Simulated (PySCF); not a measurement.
Compound: 1,3,4-thiadiazole, C2H2N2S.
SMILES with atom numbers: `[cH:1]1[n:2][n:3][cH:4][s:5]1` (hydrogens: H6 on C1; H7 on C4)

An MMFF94s structure was refined with PBE0-D3(BJ)/def2-SVP geometry optimisation, gas phase (PySCF 2.14.0). Its MMFF94s values:

| coordinate | MMFF94s |
| --- | --- |
| C1–N2 | 1.283 Å |
| C1–S5 | 1.815 Å |
| C1–H6 | 1.037 Å |
| N2–N3 | 1.424 Å |
| C1–N2–N3 | 115.4° |
| C1–S5–C4 | 84.2° |
| N2–C1–S5 | 110.6° |

How do these coordinates change at the PBE0-D3(BJ)/def2-SVP level?

```tsv
coordinate	PBE0-D3(BJ)/def2-SVP (Å or °)	change
C1–S5	1.727	-0.088
N2–N3	1.348	-0.076
C1–H6	1.091	+0.054
C1–N2	1.297	+0.014
N2–C1–S5	114.2	+3.6
C1–N2–N3	112.8	-2.6
C1–S5–C4	86.0	+1.8
```

The energy falls by 13.1 kcal/mol over 10 energy and gradient evaluations, the largest force component goes from 0.1145 to 1.3e-04 Eh/bohr, and the atoms move by 0.060 Å rms after alignment. Among the bonds, C4–S5 and C1–S5 change most and about equally (-0.088 to +0.088 Å). Bonds longer at the end by more than 0.005 Å: 4 of 7; shorter: 3. Rotational constants go from 8927, 5554, 3424 to 8996, 5585, 3446 MHz.

The run used 84 basis functions and 75 SCF cycles in all. Hardware: one thread of an Arm Neoverse V2, shared host with 192 logical CPUs at a one-minute load of 63. Cost: 20 s, 0.35 GiB resident at most.

Not checked by PBE0-D3(BJ)/def2-SVP frequencies.
